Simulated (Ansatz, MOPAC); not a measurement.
Process, species as SMILES: CCl (CH3Cl) + [H][H] (H2) → C (CH4) + Cl (HCl)

Wanted: energy of full hydrogenation (enthalpy at 298 K), in kcal/mol. Set-up: non-relativistic; 6-31G* and kin with 6d, 5d where marked; no spin-orbit coupling; dispersion terms only where a functional's name holds one. First-principles rows: single points at B3LYP-D3(BJ) geometries (Ansatz, a quantum-chemistry and plane-wave program), with unscaled harmonic terms from B3LYP/6-31G* at its own minima. Semi-empirical rows: MOPAC heats of formation at their own minima for 298 K.

```
species      coefficient  E at B3LYP/6-31G* (Ansatz), Eh  E at wB97X-V/def2-TZVPD (Ansatz), Eh  H(298 K) - E, kcal/mol  heat of formation at AM1 (MOPAC), kcal/mol
-----------  -----------  ------------------------------  ------------------------------------  ----------------------  ------------------------------------------
CCl (CH3Cl)           -1                      -500.10846                            -500.05755                   26.40                                      -18.97
[H][H] (H2)           -1                        -1.17549                              -1.17238                    8.44                                       -5.18
C (CH4)               +1                       -40.51834                             -40.51531                   30.76                                       -8.79
Cl (HCl)              +1                      -460.79566                            -460.74931                    6.28                                      -24.61
```

Measured values: Active Thermochemical Tables 1.112 (ions: stationary electron), as tabulated in the package chemicals; they hold spin-orbit and core effects, anharmonicity.  Value to compare with, the measured value: -20.1 kcal/mol. 1 Eh = 627.5095 kcal/mol.

### Question
Work the quantity out at each level, and compare with the measured value.

### Answer

- B3LYP/6-31G*: the sum of coefficient times E is -0.03005 Eh, or -18.86 kcal/mol; the thermal terms add 2.20. Result: -16.7 kcal/mol. Its error against the measured value is 3.4 kcal/mol.
- wB97X-V/def2-TZVPD: the sum of coefficient times E is -0.03469 Eh, or -21.77 kcal/mol; the thermal terms add 2.20. Result: -19.6 kcal/mol. Its error against the measured value is 0.5 kcal/mol.
- AM1: the sum of coefficient times heat of formation is -9.25 kcal/mol; it needs no thermal term. Its error against the measured value is 10.9 kcal/mol.
